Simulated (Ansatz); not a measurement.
## One structure, 3 elements: MoC3, Si3Mo, MoPb3

Plane-wave DFT in Ansatz with scalar-relativistic PAW potentials, cutoff 420 eV, Γ-centred meshes chosen by cell and gap, Gaussian smearing with energies taken to zero width. Every cell was relaxed (cell and atoms) in a run of its own, within the symmetry of its start. Functional: PBE.

All members share space group Pm-3m and the same sites; only the element on one set of sites changes (C, Si, Pb). Members needn't be the stable form of their composition. Energies over the elements, where given, are against the elements' standard states in the same functional (H₂, N₂, O₂ and halogens uncorrected, Hg as a solid). The first member:

Space group Pm-3m (No. 221). a = 3.238 Å, b = 3.238 Å, c = 3.238 Å, α = 90.00°, β = 90.00°, γ = 90.00°
```json
{"atom": "Mo", "site": "1a", "symmetry": "m-3m", "x": "0.0000", "y": "0.0000", "z": "0.0000"}
{"atom": "C", "site": "3c", "symmetry": "4/mm.m", "x": "0.0000", "y": "0.5000", "z": "0.5000"}
```

```csv
compound,V (Å³/atom),a (Å),energy over elements (eV/atom)
MoC3,8.49,3.238,2.472
MoPb3,25.66,4.682,0.912
```

Problem. Predict the member with Si.

Solution. V (Å³/atom) 13.91, a (Å) 3.818, energy over elements (eV/atom) 0.358. Interpolating linearly in period between C and Pb would give 12.78 Å³/atom (8.1 % too small), with 2.082 eV/atom over the elements. Over the whole series the volume grows at each step down the group; all are metallic on the mesh; none is bound against its elements in this structure, and Si comes closest.

Spin-orbit coupling is left out, which matters for the bands of heavy elements. For Tl, Pb and Bi spin-orbit coupling shifts energies too.